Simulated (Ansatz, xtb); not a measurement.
**Ligand exchange: SiH3(SiH3) + CH4O → SiH2(OH)(SiH3) + CH4**

Species: SiH3(SiH3) (disilane), singlet; CH4O (methanol) `CO`, singlet; SiH2(OH)(SiH3), singlet; CH4 (methane) `C`, singlet. The partners trade H for OH: Si–H and C–OH bonds give way to Si–OH and C–H.

Shapes, held fixed at every level: PBE0-D4/def2-TZVP. Flexible molecules stand in one conformer, not always the lowest. Programs: Ansatz 0.2.0, xtb 6.7.1. The zero-point and thermal change to 298 K, harmonic and unscaled (PBE0-D4/def2-TZVP), is +2.1 kJ/mol.

| level | kind | ΔH(298 K) (kJ/mol) | less CCSD(T)/CBS estimate |
| --- | --- | --- | --- |
| GFN0-xTB | semi-empirical | -20.1 | +159.6 |
| r2SCAN-D4/def2-TZVPP | meta-GGA | -180.1 | -0.4 |
| PBE0-D4/def2-TZVPP | global hybrid | -171.0 | +8.7 |
| wB97M-V/def2-TZVPP | range-separated hybrid | -177.5 | +2.2 |
| MP2/def2-SVP | perturbation theory | -163.2 | +16.5 |
| MP2/def2-TZVPP | perturbation theory | -185.7 | -6.0 |
| CCSD(T)/def2-SVP | coupled cluster or CI | -152.4 | +27.3 |
| CCSD(T)/def2-TZVPP | coupled cluster or CI | -176.0 | +3.7 |
| CCSD(T)/CBS estimate | coupled cluster or CI | -179.7 | 0.0 |

The highest level, CCSD(T)/CBS estimate, gives ΔH(298 K) = -179.7 kJ/mol; the levels span -185.7 to -20.1. GFN0-xTB strays far from the other rows. The column of differences is taken from that level and isn't an error. No measured value is set beside it here. The CBS estimate extrapolates MP2 from def2-TZVPP and def2-QZVPP and adds CCSD(T) − MP2 in the triple-zeta set, cores frozen.
